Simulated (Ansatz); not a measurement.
Cartesian coordinates in Å:
```
N -1.088 -1.076 -2.721
C -0.686 -0.678 -1.714
C -0.211 -0.208 -0.526
C 0.210 0.208 0.526
C 0.686 0.678 1.714
N 1.088 1.076 2.721
```

Charge 0, multiplicity 1.

(1) List the CAM-B3LYP/def2-TZVPP orbital energies in eV (Ansatz 0.2.0). (An estimate is asked.)

Results:

(1) Computed: Occupied: -393.27, -393.27, -281.92, -281.86, -281.60, -281.60, -28.54, -28.47, -25.78, -22.70, -20.28, -14.40, -14.40, -13.39, -13.35, -13.13, -13.13, -10.74, -10.74. Lowest empty: -2.14, -2.14, 1.82, 2.19, 2.19, 2.48, 4.55, 5.40.
